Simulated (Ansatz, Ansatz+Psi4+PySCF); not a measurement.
Two shapes of singlet SiH₄.

Shape 1:

```xyz
5

Si    0.0000    0.0000    0.0000
H     0.8561    0.8561    0.8561
H    -0.8561   -0.8561    0.8561
H    -0.8561    0.8561   -0.8561
H     0.8561   -0.8561   -0.8561
```

Shape 2:

```xyz
5

Si    0.0000    0.0000    0.0000
H     0.8273    0.8273    0.8273
H    -0.8273   -0.8273    0.8273
H    -0.8273    0.8273   -0.8273
H     0.8273   -0.8273   -0.8273
```

Basis set: cc-pVTZ on H; cc-pV(T+d)Z on Si (spherical functions). Left uncorrelated: 5 orbitals. Charge 0, multiplicity 1.

Computed with Ansatz (development build ahead of 0.2.0) and Psi4 1.11; each method stands on the lowest determinant of its kind that the runs found.

Question: Which shape is lower in energy, and by how much in each method?

Answer:

| method | E(2) − E(1) (eV) |
| --- | --- |
| RHF | 0.074 |
| RHF-MP2 | 0.069 |
| RHF-CCSD(T) | 0.088 |

Shape 1 is lower.
